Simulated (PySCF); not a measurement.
Geometry:
```
atom   x (Å)   y (Å)   z (Å)
 Si1   0.011   0.867  -0.749
  N2   1.323   0.004  -0.029
  H3   2.281   0.240  -0.260
  H4   1.276  -0.767   0.632
  N5  -1.322   0.050  -0.014
  H6  -2.274   0.323  -0.230
  H7  -1.296  -0.718   0.650
```

Geometry: PBE0-D3(BJ)/def2-SVP; GIAO shifts from PySCF 2.14, gas phase, non-relativistic, averaged over equivalent atoms.

At PBE0/pcSseg-1 (78 basis functions, 2.7 s wall time on 1 thread of an Arm Neoverse V2, shared host):
```
      atoms  δ (ppm)
        Si1    123.0
      N2/N5     99.5
H3/H4/H6/H7     2.86
```

References, each an isolated molecule treated in the same way: ²⁹Si (σ = 351.99 ppm) and ¹H (σ = 31.27 ppm) vs TMS; ¹⁵N (σ = 265.67 ppm) against NH3.

What do these become at wB97X-D/pcSseg-1?

## Answers


| atoms | δ at wB97X-D/pcSseg-1 | change |
| --- | --- | --- |
| Si1 | 132.8 | +9.8 |
| N2/N5 | 96.3 | -3.2 |
| H3/H4/H6/H7 | 2.84 | -0.02 |

δ = σ(ref) − σ, references computed at the same level: ²⁹Si (352.93 ppm) and ¹H (31.38 ppm) against TMS; ¹⁵N (263.98 ppm) vs NH3.

The largest change is at Si1 (silicon bonded to 2 N). Cost: 78 basis functions, 2.3 s wall time on 1 thread of an Arm Neoverse V2, shared host.

Experimental scales use liquid or dissolved standards, which lie at an offset from isolated NH3 (liquid NH3: subtract about 20 ppm).
